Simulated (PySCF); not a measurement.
One reaction down a group: B, Ga, In

The same gas-phase reaction for B, Ga, In:
- BCl + F → BF + Cl
- GaCl + F → GaF + Cl
- InCl + F → InF + Cl

Method: PySCF energies plus ideal-gas RRHO corrections (1 bar). † marks an energy on the PBE0/def2-TZVP geometry and frequencies. MP2 freezes the core. Open shells (unrestricted): F (multiplicity 2, electronic degeneracy 6), Cl (multiplicity 2, electronic degeneracy 6); the rest are closed-shell singlets. Spin-orbit splitting is ignored; it lowers the true energy and changes the entropy of F, Cl. B3LYP is the form with VWN-RPA correlation. In: scalar-relativistic def2 core potential, no spin-orbit coupling. Ga: all electrons, no relativistic terms. MP2 isn't extrapolated to the basis-set limit. The harmonic model lacks anharmonicity and excited electronic states, which grow with temperature; levels with a mode under 35 cm⁻¹ are left out.

ΔH°(298 K) in kJ, by level:

```csv
level,B,Ga,In
ωB97M-V/def2-TZVP†,-242.7,-113.6,-87.5
B3LYP/def2-TZVP†,-250.5,-122.8,-98.0
HF/def2-TZVP†,-203.4,-55.0,-23.2
ωB97X-V/def2-TZVP†,-243.5,-117.6,-91.4
MP2/def2-SVP†,-255.9,-133.4,-101.4
PBE/def2-TZVP†,-244.1,-126.4,-104.5
MP2/def2-TZVPP†,-257.2,-131.1,-101.1
```

At ωB97M-V/def2-TZVP†, ΔH° rises from B to In, over a range of 155.2 kJ; the steps are +129.1, +26.1 kJ. 7 of the 7 levels shown give the same order. The levels scatter most for In (81.3 kJ between the highest and the lowest) and least for B (53.8 kJ). ΔS°(298 K) runs from -5.0 to -4.3 J/K, so TΔS° at 298 K spreads over 0.2 kJ among the members, against 155.2 kJ for ΔH°.

Free energies at ωB97M-V/def2-TZVP†:

```
member  ΔS°(298 K), J/K  ΔG°(298 K), kJ  ΔG°(1000 K), kJ         ΔG° changes sign
------  ---------------  --------------  ---------------  -----------------------
B                  -5.0            -241             -236  none from 298 to 2500 K
Ga                 -4.6            -112             -108  none from 298 to 2500 K
In                 -4.3             -86              -83  none from 298 to 2500 K
```

The NASA 1993 table, where it holds all species, gives ΔH°(298 K) = -215 kJ for B; its entries are part measured, part old estimates, and weren't checked at source. After a fit of one offset per element over all species, the range-separated, M06-2X, PBE0/def2-QZVP and CCSD(T)/def2-TZVPP enthalpies, where run, lie to one side of the table for BCl (+35 kJ/mol): a fault of the table's entry, another state or a shared error of the levels is possible; this was not checked at source.
